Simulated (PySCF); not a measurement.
Computed spin Hamiltonian

Species: C₅H₁₂N (doublet state).
Z-matrix (Å and degrees, GFN2-xTB geometry), rows numbered from 1:
```
C 
C   1  1.5438
C   2  1.5329  1  108.90
C   2  1.5359  1  108.66  3  -118.59
C   2  1.4952  1  110.64  3   119.06
N   5  1.3999  2  120.16  1    70.41
H   1  1.0884  2  110.47  3    61.93
H   1  1.0872  2  110.12  3  -177.67
H   1  1.0872  2  110.16  3   -58.20
H   3  1.0876  2  110.37  1  -178.08
H   3  1.0874  2  110.54  1    62.10
H   3  1.0877  2  110.46  1   -57.94
H   4  1.0877  2  110.02  1    66.31
H   4  1.0881  2  111.20  1   -52.99
H   4  1.0884  2  110.52  1  -174.15
H   5  1.0780  2  118.12  1   -77.68
H   6  1.0106  5  113.58  2   169.72
H   6  1.0110  5  113.54  2    40.35
```

The hyperfine couplings belong to this conformer and change with its torsions.

Identity: `CC(C)(C)[CH]N` [radical].

Theory: PySCF, UKS B3LYP, pcH-1 on C H N, non-relativistic, mean-field spin-orbit, GIAO. Isolated species at its GFN2-xTB geometry (one conformer only). A GFN2-xTB geometry isn't a minimum of the functional, and hyperfine couplings can be far from their values at a DFT geometry. The SCF solution wasn't tested for stability.

* g1, g2, g3: 2.00213, 2.00269, 2.00322
* g_iso: 2.00268
* Form of g: rhombic: the two nearest values differ by 49 % of g3 − g1
* ⟨S²⟩: 0.7533 (exact 0.7500)
* α and β electrons: 25, 24
* Total energy: -252.48993 Eh

Isotropic coupling and dipolar principal values T1 to T3, in MHz:

```json
{"atom": "C1", "isotope": "13C", "a_iso": "47.9", "T1": "-4.4", "T2": "-4.2", "T3": "8.5", "Mulliken spin population": "0.04"}
{"atom": "C2", "isotope": "13C", "a_iso": "-16.6", "T1": "-1.7", "T2": "-1.5", "T3": "3.2", "Mulliken spin population": "-0.04"}
{"atom": "C3", "isotope": "13C", "a_iso": "13.2", "T1": "-1.5", "T2": "-1.1", "T3": "2.6", "Mulliken spin population": "0.00"}
{"atom": "C4", "isotope": "13C", "a_iso": "16.7", "T1": "-1.8", "T2": "-1.5", "T3": "3.3", "Mulliken spin population": "0.01"}
{"atom": "C5", "isotope": "13C", "a_iso": "124.6", "T1": "-71.5", "T2": "-70.5", "T3": "142.1", "Mulliken spin population": "0.86"}
{"atom": "N6", "isotope": "14N", "a_iso": "13.5", "T1": "-11.5", "T2": "-11.1", "T3": "22.5", "Mulliken spin population": "0.16"}
{"atom": "H7", "isotope": "1H", "a_iso": "17.0", "T1": "-3.1", "T2": "-1.1", "T3": "4.2", "Mulliken spin population": "0.01"}
{"atom": "H8", "isotope": "1H", "a_iso": "-3.3", "T1": "-4.4", "T2": "-1.1", "T3": "5.5", "Mulliken spin population": "0.00"}
{"atom": "H9", "isotope": "1H", "a_iso": "-0.6", "T1": "-4.4", "T2": "-1.8", "T3": "6.2", "Mulliken spin population": "0.00"}
{"atom": "H10", "isotope": "1H", "a_iso": "-0.6", "T1": "-4.4", "T2": "-2.5", "T3": "6.9", "Mulliken spin population": "0.01"}
{"atom": "H11", "isotope": "1H", "a_iso": "-1.4", "T1": "-3.0", "T2": "-2.7", "T3": "5.8", "Mulliken spin population": "0.00"}
{"atom": "H12", "isotope": "1H", "a_iso": "0.5", "T1": "-1.8", "T2": "-1.5", "T3": "3.4", "Mulliken spin population": "0.00"}
{"atom": "H13", "isotope": "1H", "a_iso": "-0.1", "T1": "-1.8", "T2": "-1.7", "T3": "3.4", "Mulliken spin population": "0.00"}
{"atom": "H14", "isotope": "1H", "a_iso": "-1.3", "T1": "-2.8", "T2": "-2.1", "T3": "5.0", "Mulliken spin population": "0.00"}
{"atom": "H15", "isotope": "1H", "a_iso": "-1.5", "T1": "-4.0", "T2": "-2.9", "T3": "6.9", "Mulliken spin population": "0.00"}
{"atom": "H16", "isotope": "1H", "a_iso": "-34.3", "T1": "-33.0", "T2": "-1.1", "T3": "34.1", "Mulliken spin population": "-0.03"}
{"atom": "H17", "isotope": "1H", "a_iso": "12.9", "T1": "-12.7", "T2": "-6.3", "T3": "18.9", "Mulliken spin population": "0.00"}
{"atom": "H18", "isotope": "1H", "a_iso": "12.2", "T1": "-12.9", "T2": "-5.8", "T3": "18.6", "Mulliken spin population": "0.00"}
```

The largest Mulliken spin populations are on C5 (+0.86) and N6 (+0.16). The angles at C5 add up to 352.5°, so it is slightly pyramidal.

Axes: g2 points within 10° of the C5–N6 bond.

Under fast tumbling the dipolar parts average out, and these isotropic splittings remain: 1 × 1H (H16, I = 1/2, 2 lines) with 1.22 mT, 1 × 14N (N6, I = 1, 3 lines) with 0.48 mT, 2 × 1H (H17/H18, I = 1/2, 3 lines) with 0.45 mT and 9 × 1H (H7 (×9), I = 1/2, 10 lines) with 0.03 mT.

Means are taken over nuclei equivalent by connectivity, which assumes that they swap fast. The nine 1H nuclei of mean +1.0 MHz run from -3.3 to 17.0 MHz in the frozen geometry.

The 13C coupling of C5 (124.6 MHz) shows only in satellite lines or after enrichment, since that isotope makes up about 1.07 % of natural carbon.
